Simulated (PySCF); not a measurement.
**SMILES C(C)(C)C1C=C1, C6H10**

Geometry:
```csv
atom,x (Å),y (Å),z (Å)
C1,-0.621,1.630,-0.049
C2,-0.446,0.117,-0.128
C3,-1.547,-0.615,0.632
C4,0.927,-0.292,0.385
C5,2.137,-0.331,-0.499
C6,1.661,-1.487,-0.145
H7,-1.604,1.945,-0.434
H8,0.154,2.154,-0.629
H9,-0.547,1.978,0.995
H10,-0.497,-0.184,-1.190
H11,-1.514,-0.364,1.706
H12,-1.438,-1.707,0.543
H13,-2.547,-0.342,0.259
H14,1.067,-0.024,1.449
H15,2.875,0.251,-1.045
H16,1.713,-2.572,-0.181
```

Theory: GIAO PBE0/pcSseg-1 magnetisability, rotational g tensor and spin-rotation constants, non-relativistic, gas phase (PySCF). Geometry: PBE0-D3(BJ)/def2-SVP.

(1) Give the nuclear spin-rotation constants along the inertial axes (H = +C I·J) beside the isotropic shieldings.

(2) How do the rotational constants and the g tensor change when H7, H8, H9, H10, H11, H12, H13, H14, H15, H16 are replaced by deuterium?

Results:

(1) Rotational constants 6.2372, 2.6555, 2.0331 GHz. A star marks the isotopologue with that one atom substituted, in its own axes.
```
atom  isotope  Caa (kHz)  Cbb (kHz)  Ccc (kHz)  mean (kHz)  σ (ppm)
  H7       1H     -0.033     -0.288     -0.158      -0.160     30.3
  H8       1H     -0.427     -0.039     -0.208      -0.225     30.0
  H9       1H     -0.646     -0.294      0.043      -0.299     30.4
 H10       1H     -0.597     -0.337      0.044      -0.297     31.0
 H11       1H     -0.646     -0.294      0.043      -0.299     30.4
 H12       1H     -0.427     -0.039     -0.208      -0.225     30.0
 H13       1H     -0.033     -0.288     -0.158      -0.160     30.3
 H14       1H     -0.601     -0.287      0.040      -0.283     30.1
 H15       1H     -0.252      0.124     -0.196      -0.108     23.7
 H16       1H     -0.252      0.125     -0.196      -0.108     23.7
  C1     13C*      0.954      0.360      0.335       0.550    162.0
  C2     13C*      1.045      0.593      0.310       0.649    143.4
  C4     13C*      1.223      0.527      0.170       0.640    157.3
  C5     13C*      2.724      0.849      0.346       1.306     57.7
```
For the geometry as given, no vibrational averaging.

(2) Constants 4.5950, 2.2025, 1.6767 GHz; g -0.0091, -0.0110, 0.0044, against -0.0122, -0.0133, 0.0052 before.
